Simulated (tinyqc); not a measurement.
Inside a calculation. Method: ROHF in the sto-3g basis, for CH2, spin multiplicity 3. One step of it, computed by the program tinyqc.

Problem. Iteration 9 (converged): orbitals. Diagonalise F' = X^T F X, C = X C', fill 5 alpha and 3 beta electrons from the bottom; D(s) = C_occ C_occ^T. Each column has its largest component positive (the first on a tie).

converged F (hartree):
```
             1C 1s      1C 2s    1C 2px     1C 2py     1C 2pz      2H 1s      3H 1s
1C 1s   -10.964966  -2.947456  0.000000  -0.000236  -0.015495  -0.518077  -0.489059
1C 2s    -2.947456  -1.304296  0.000000  -0.004956  -0.126755  -0.561155  -0.541960
1C 2px    0.000000   0.000000  0.013676   0.000000   0.000000   0.000000   0.000000
1C 2py   -0.000236  -0.004956  0.000000  -0.140957  -0.003093  -0.335082   0.328981
1C 2pz   -0.015495  -0.126755  0.000000  -0.003093  -0.046713  -0.232348  -0.228276
2H 1s    -0.518077  -0.561155  0.000000  -0.335082  -0.232348  -0.352998  -0.131574
3H 1s    -0.489059  -0.541960  0.000000   0.328981  -0.228276  -0.131574  -0.337290
```

X:
```
                1          2          3         4          5          6         7
1C 1s   -0.336222   0.036989   0.753817  0.000000  -0.594019  -0.007305  0.201867
1C 2s    1.071840  -0.093175  -0.310502  0.000000  -0.280582  -0.013041  0.468931
1C 2px   0.000000   0.000000   0.000000  1.000000   0.000000   0.000000  0.000000
1C 2py   0.102611   0.981490  -0.001729  0.000000   0.001626   0.614439  0.014526
1C 2pz   0.490582  -0.042319   0.635572  0.000000   0.658690  -0.006255  0.209865
2H 1s   -0.809091  -0.696114  -0.186644  0.000000   0.151494   0.384870  0.380623
3H 1s   -0.644192   0.824080  -0.191905  0.000000   0.154797  -0.408167  0.358954
```

Give: F' = X^T F X; orbital energies; coefficients C; D(alpha) after iteration 9; D(beta) after iteration 9.

Solution.

F' = X^T F X (hartree):
```
         1        2        3       4        5        6        7
1   0.3048   0.0469   1.0280  0.0000  -0.7767  -0.0005   0.3086
2   0.0469   0.6087  -0.1345  0.0000   0.1098   0.0971  -0.0456
3   1.0280  -0.1345  -4.7261  0.0000   4.7078   0.0733  -2.4171
4   0.0000   0.0000   0.0000  0.0137   0.0000   0.0000   0.0000
5  -0.7767   0.1098   4.7078  0.0000  -4.7529  -0.0753   2.4807
6  -0.0005   0.0971   0.0733  0.0000  -0.0753  -0.4453   0.0425
7   0.3086  -0.0456  -2.4171  0.0000   2.4807   0.0425  -2.0557
```

orbital energies (hartree): MO1 -10.9705, MO2 -0.7212, MO3 -0.4527, MO4 -0.0786, MO5 0.0137, MO6 0.5318, MO7 0.6249

coefficients C:
```
            MO1      MO2      MO3      MO4     MO5      MO6      MO7
1C 1s    0.9935  -0.2062   0.0034   0.1477  0.0000  -0.1570  -0.0183
1C 2s    0.0269   0.6576  -0.0149  -0.6349  0.0000   0.8398   0.1054
1C 2px   0.0000   0.0000   0.0000   0.0000  1.0000   0.0000   0.0000
1C 2py   0.0001   0.0089   0.5237   0.0017  0.0000  -0.1052   1.0326
1C 2pz   0.0036   0.1923  -0.0034   0.7614  0.0000   0.7081   0.0787
2H 1s   -0.0052   0.3124   0.4563   0.2383  0.0000  -0.6848  -0.8114
3H 1s   -0.0050   0.2963  -0.4707   0.2405  0.0000  -0.8256   0.6337
```

D(alpha) after iteration 9:
```
          1C 1s    1C 2s  1C 2px   1C 2py   1C 2pz    2H 1s    3H 1s
1C 1s    1.0513  -0.2026  0.0000   0.0004   0.0764  -0.0328  -0.0321
1C 2s   -0.2026   0.8364  0.0000  -0.0030  -0.3568   0.0472   0.0491
1C 2px   0.0000   0.0000  1.0000   0.0000   0.0000   0.0000   0.0000
1C 2py   0.0004  -0.0030  0.0000   0.2743   0.0012   0.2421  -0.2435
1C 2pz   0.0764  -0.3568  0.0000   0.0012   0.6168   0.2400   0.2417
2H 1s   -0.0328   0.0472  0.0000   0.2421   0.2400   0.3626  -0.0649
3H 1s   -0.0321   0.0491  0.0000  -0.2435   0.2417  -0.0649   0.3672
```

D(beta) after iteration 9:
```
          1C 1s    1C 2s  1C 2px   1C 2py   1C 2pz    2H 1s    3H 1s
1C 1s    1.0295  -0.1089  0.0000   0.0001  -0.0361  -0.0680  -0.0676
1C 2s   -0.1089   0.4334  0.0000  -0.0020   0.1266   0.1985   0.2017
1C 2px   0.0000   0.0000  0.0000   0.0000   0.0000   0.0000   0.0000
1C 2py   0.0001  -0.0020  0.0000   0.2743  -0.0001   0.2417  -0.2439
1C 2pz  -0.0361   0.1266  0.0000  -0.0001   0.0370   0.0585   0.0586
2H 1s   -0.0680   0.1985  0.0000   0.2417   0.0585   0.3058  -0.1222
3H 1s   -0.0676   0.2017  0.0000  -0.2439   0.0586  -0.1222   0.3094
```
